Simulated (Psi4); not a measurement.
**F2 (SMILES FF) at HF/6-311+G(d)**

Aim: the vertical singlet–triplet gap of F2 at HF/6-311+G*, from 2 runs. 

The calculation is run with Psi4 1.11.

3 further runs of the same task are left out: 2 that didn't finish, 1 set aside as unsound or not needed.

## Step 1: Starting point

F2: 2 atoms, total charge 0, spin state singlet. SMILES: `FF`. Geometry: relaxed at PBE0-D4/def2-TZVP.

Bond lengths: F1–F2 1.376 Å.

## Step 2: Vibrational wavenumbers at HF/6-311+G(d)

Contents of job.inp:

```
memory 1600 MB

molecule system {
  F     -0.583900     0.212400    -0.295000
  F      0.583900    -0.212400     0.295000
  symmetry c1
}

set {
  reference                  rhf
  scf_type                   pk
  t                          500.0
  rotational_symmetry_number 2
}

energy_value, wavefunction = frequencies("scf/6-311+G*", return_wfn=True)
```

Launch:

```bash
$ psi4 -i job.inp -o job.out -n 1
```

job.out:

```text
[...]
  Running in c1 symmetry.
[...]
  Nuclear repulsion =   31.159450748216873
[...]
  Multiplicity = 1
[...]
  Nalpha       = 9
  Nbeta        = 9
[...]
    Number of basis functions: 44
[...]
   @RHF iter   1:  -198.71040878820520   -5.12975e-01   6.43890e-03 ADIIS/DIIS
[...]
  -Total Gradient:
     Atom            X                  Y                   Z
    ------   -----------------  -----------------  -----------------
       1       -0.040547488589    -0.000000000000     0.000000000000
       2        0.040547488590     0.000000000000    -0.000000000000
[...]
   @RHF iter   9:  -198.73541585746543   -2.84217e-14   6.02183e-10 DIIS
[...]
    Orbital Energies [Eh]
    ---------------------
    Doubly Occupied:
       1A    -26.434027     2A    -26.433759     3A     -1.793560
       4A     -1.494400     5A     -0.824182     6A     -0.824182
       7A     -0.769356     8A     -0.666429     9A     -0.666429
[...]
  @RHF Final Energy:  -198.73541585746543
   => Energetics <=
    Nuclear Repulsion Energy =             31.1594507482168730
    One-Electron Energy =                -339.9770875465843574
    Two-Electron Energy =                 110.0822209409020331
    Total Energy =                       -198.7354158574654264
[...]
 Multipole Moments:
 ------------------------------------------------------------------------------------
     Multipole            Electronic (a.u.)      Nuclear  (a.u.)        Total (a.u.)
 ------------------------------------------------------------------------------------
 L = 1.  Multiply by 2.5417464519 to convert [e a0] to [Debye]
 Dipole X            :         -0.0000000            0.0000000           -0.0000000
 Dipole Y            :          0.0000000            0.0000000            0.0000000
 Dipole Z            :         -0.0000000            0.0000000           -0.0000000
 Magnitude           :                                                    0.0000000
[...]
  ==> Harmonic Vibrational Analysis <==
[...]
  Freq [cm^-1]                 208.3028            208.3028           1046.0135
[...]
  IR activ [km/mol]             0.0000              0.0000              0.0000
[...]
  Total E_0, Enthalpy at 0 [K]                                                         -198.73208377 [Eh]
[...]
  Total H, Enthalpy at  500.00 [K]                                                     -198.72398277 [Eh]
[...]
  Total G, Gibbs energy at  500.00 [K]                                                 -198.77039191 [Eh]
[...]
```

On the terminal:

```text
Warning: used thermodynamics relations inappropriate for low-frequency modes: ['208.3028' '208.3028']
```

Wall time 9.9 s (1 thread of AMD EPYC 7R43 (Zen 3), shared host); peak memory 0.21 GiB.

## Step 3: The triplet: a single-point energy at UHF/6-311+G(d)

Contents of f2.dat:

```
memory 1.6 GB

molecule {
  0 3
  F
  F 1 1.375613
  symmetry c1
}

set reference uhf
set scf_type pk
set t 500.0

energy('hf/6-311+G*')
print_variables()
```

Launch:

```bash
$ psi4 -n 1 f2.dat f2.out
```

f2.out:

```text
[...]
  Running in c1 symmetry.
[...]
  Nuclear repulsion =   31.159456957930765
[...]
  Multiplicity = 3
[...]
  Nalpha       = 10
  Nbeta        = 8
[...]
    Number of basis functions: 44
[...]
   @UHF iter   1:  -198.58378820468161   -3.86354e-01   5.87654e-03 ADIIS/DIIS
[...]
   @UHF iter   8:  -198.62025002455022   -1.31205e-08   4.43035e-07 DIIS
[...]
   @S^2 Observed:                2.043877560E+00
[...]
    Orbital Energies [Eh]
    ---------------------
    Alpha Occupied:
       1A    -26.439766     2A    -26.439643     3A     -1.883846
       4A     -1.605493     5A     -0.988461     6A     -0.906585
       7A     -0.845084     8A     -0.763352     9A     -0.696107
      10A     -0.572463
    Alpha Virtual:
      11A      0.220501    12A      0.246184    13A      0.269395
      14A      0.277919    15A      0.347145    16A      0.353547
      17A      0.360649    18A      0.526514    19A      1.385229
      20A      1.412763    21A      1.418461    22A      1.515988
      23A      1.546557    24A      1.558383    25A      1.865431
[...]
  @UHF Final Energy:  -198.62025002455022
   => Energetics <=
    Nuclear Repulsion Energy =             31.1594569579307645
    One-Electron Energy =                -339.9969011052845644
    Two-Electron Energy =                 110.2171941228035479
    Total Energy =                       -198.6202500245502165
  UHF NO Occupations:
  HONO-2 :    8  A 1.9847815
  HONO-1 :    9  A 1.0000000
[...]
 Multipole Moments:
 ------------------------------------------------------------------------------------
     Multipole            Electronic (a.u.)      Nuclear  (a.u.)        Total (a.u.)
 ------------------------------------------------------------------------------------
 L = 1.  Multiply by 2.5417464519 to convert [e a0] to [Debye]
 Dipole X            :         -0.0000000            0.0000000           -0.0000000
 Dipole Y            :          0.0000000            0.0000000            0.0000000
 Dipole Z            :         -0.0000000            0.0000000           -0.0000000
 Magnitude           :                                                    0.0000000
[...]
```

Wall time 6.9 s (1 thread of AMD EPYC 7R43 (Zen 3), shared host); peak memory 0.18 GiB.

## Step 4: Results

Level: HF/6-311+G*.

| quantity | value |
| --- | --- |
| singlet: total energy | -198.73542 Eh |
| singlet: dipole moment | 0.00 D |
| singlet: HOMO energy | -18.13 eV |
| singlet: LUMO energy | 2.41 eV |
| singlet: HOMO–LUMO gap | 20.54 eV |
| singlet: harmonic wavenumber | 1046 cm⁻¹ |
| singlet: zero-point energy | 6.3 kJ/mol |
| triplet: total energy | -198.62025 Eh |
| triplet: dipole moment | 0.00 D |
| triplet: HOMO energy (highest over α and β) | -15.04 eV |
| triplet: LUMO energy (lowest over α and β) | -0.95 eV |
| triplet: ⟨S²⟩ | 2.044 |
| vertical energy of the triplet above the singlet | 3.134 eV |

**Reading.** At this shape the triplet lies 3.13 eV (302 kJ/mol) above the singlet. The one mode (singlet) is real. The vibrations (singlet) are taken at a shape not relaxed at this level, so they aren't the harmonic values of a minimum.
